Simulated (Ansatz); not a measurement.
**CH₇Si (doublet): the correlation ladder at distance Si1–H5 along a hydrogen transfer = 1.841 Å, cc-pVDZ**

How much of the correlation energy of CH₇Si (doublet) does each wave-function method recover here?

The runs use Ansatz 0.2.0, Gaussian basis; cc-pVDZ, core rule «outside noble gas», up to 6 orbitals frozen.

The runs, in order: UHF; CCSD(T) on ROHF; CCSD(T) on UHF; BCCD(T) on ROHF; CISD; CCSDT(Q) on ROHF; CCSDT(Q) on UHF; CASSCF and MRCISD+Q, 3 electrons in 3 orbitals; CASSCF and NEVPT2, 3 electrons in 3 orbitals; CASSCF and MRCISD+Q, 9 electrons in 9 orbitals; CASSCF and NEVPT2, 9 electrons in 9 orbitals.

**1. The system**

The geometry derives from fragments relaxed apart (PBE0/def2-TZVP) and kept rigid, so it is no stationary point. A hydrogen atom is moved between rigid fragments.

9 atoms, charge 0, spin multiplicity 2.

Atoms are counted from 1 here; the program's logs count them from 0.

Bond lengths: Si1–H2 1.485 Å, Si1–H3 1.485 Å, Si1–H4 1.485 Å, H5–C6 1.090 Å, C6–H7 1.080 Å, C6–H8 1.080 Å, C6–H9 1.080 Å. Angles: H2–Si1–H3 109.5°, H2–Si1–H4 109.5°, H3–Si1–H4 109.5°, H5–C6–H7 90.0°, H5–C6–H8 90.0°, H5–C6–H9 90.0°, H7–C6–H8 120.0°, H7–C6–H9 120.0°, H8–C6–H9 120.0°.

**2. UHF**

in.yaml reads:

```yaml
crystal:
  periodic: [false, false, false]
  atoms:
    - {symbol: Si, position_ang: [-0.942178, 0.000000, 0.000000]}
    - {symbol: H, position_ang: [-1.437050, 1.399708, 0.000000]}
    - {symbol: H, position_ang: [-1.437050, -0.699854, 1.212183]}
    - {symbol: H, position_ang: [-1.437050, -0.699854, -1.212183]}
    - {symbol: H, position_ang: [0.898822, 0.000000, 0.000000]}
    - {symbol: C, position_ang: [1.988822, 0.000000, 0.000000]}
    - {symbol: H, position_ang: [1.988822, -1.080022, 0.000000]}
    - {symbol: H, position_ang: [1.988822, 0.540011, 0.935327]}
    - {symbol: H, position_ang: [1.988821, 0.540012, -0.935327]}
basis:
  gaussian: {orbitals: cc-pVDZ}
magnetization: {spin_polarized: true, initial_magnetization: 1}
hamiltonian: {xc: hf}
output: {orbitals: {seedname: orbitals}}
```

Command:

```console
$ ansatz run in.yaml --threads 1 --pin off --events-out ev --progress --plain --max-ram 2816MiB --backend cpu
```

The runs that follow: CCSD(T) on ROHF; CCSD(T) on UHF; BCCD(T) on ROHF; CISD; CCSDT(Q) on ROHF; CCSDT(Q) on UHF; CASSCF and MRCISD+Q, 3 electrons in 3 orbitals; CASSCF and NEVPT2, 3 electrons in 3 orbitals; CASSCF and MRCISD+Q, 9 electrons in 9 orbitals; CASSCF and NEVPT2, 9 electrons in 9 orbitals.

**Question.** What will the summary of the whole plan be? Wanted: UCCSDT(Q) below the RHF energy; RMP2 from UCCSDT(Q); UMP2 from UCCSDT(Q); RCCSD from UCCSDT(Q); RCCSD(T) from UCCSDT(Q); UCCSD(T) from UCCSDT(Q); RCCSDT(Q) from UCCSDT(Q); MRCISD+Q frontier from UCCSDT(Q); T1 diagnostic.

The runs gave:

| quantity | value |
| --- | --- |
| UCCSDT(Q) below the RHF energy | -9.0666 eV |
| RMP2 from UCCSDT(Q) | +35.72 kcal/mol |
| UMP2 from UCCSDT(Q) | +36.27 kcal/mol |
| RCCSD from UCCSDT(Q) | +5.70 kcal/mol |
| RCCSD(T) from UCCSDT(Q) | +0.88 kcal/mol |
| UCCSD(T) from UCCSDT(Q) | +0.89 kcal/mol |
| RCCSDT(Q) from UCCSDT(Q) | +0.01 kcal/mol |
| MRCISD+Q frontier from UCCSDT(Q) | +1.39 kcal/mol |
| levels within 1 kcal/mol (43 meV) | RCCSD(T), UCCSD(T), BCCD(T), RCCSDT, UCCSDT, RCCSDT(Q) |
| T1 diagnostic | 0.015 |

RCCSD(T) misses by +0.88 kcal/mol, 0.4 % of the correlation energy. These misses are within one basis, not against nature; the frozen cores of restricted and unrestricted runs differ, which can shift their rows.
